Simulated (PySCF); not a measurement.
An unknown gives this computed stick spectrum. The calculation used PySCF 2.14.0, density-fitted response routines, TDDFT CAM-B3LYP/def2-SVPD, vertical, gas phase, core orbitals frozen in the response. Geometries: PBE0-D3(BJ)/def2-SVP, one conformer each. Relativistic effects are left out although some hold elements past zinc.

| state | λ (nm) | f |
| --- | --- | --- |
| S1 | 179.1 | 0.0026 |
| S2 | 164.2 | 0.0006 |
| S3 | 162.4 | 0.0071 |
| S4 | 148.0 | 0.0012 |
| S5 | 140.5 | 0.0001 |
| S6 | 136.8 | 0.012 |
| S7 | 131.3 | 0.037 |
| S8 | 123.4 | 0.018 |
| S9 | 122.5 | 0.108 |
| S10 | 119.0 | 0.033 |

Triplets computed (Tamm–Dancoff): 6.60, 6.61, 6.93, 7.23 eV.

Task: Which structure fits?
A. `N#CO` (CHNO)
B. `C[NH][GaH2]` (CH6GaN)
C. `N=C=O` (CHNO)

Result: A. Its S1, at 6.92 eV, is the highest among the candidates; the nearest of the others has S1 at 6.58 eV. S1 is HOMO→LUMO (96%). Löwdin shares by element: HOMO nitrogen 47%, carbon 29%, oxygen 23%; LUMO oxygen 38%, carbon 33%, hydrogen 26%. At the same level the other candidates give, for their lowest levels:
- `C[NH][GaH2]`: 226 nm (f 0.138); 207 nm (f 0.019); 199 nm (f 0.000); 179 nm (f 0.001); 175 nm (f 0.036); T1 4.27 eV; HOMO -8.15, LUMO 0.11 eV
- `N=C=O`: 188 nm (f 0.002); 162 nm (f 0.009); 161 nm (f 0.011); 150 nm (f 0.010); 144 nm (f 0.003); T1 6.18 eV; HOMO -10.34, LUMO 0.95 eV
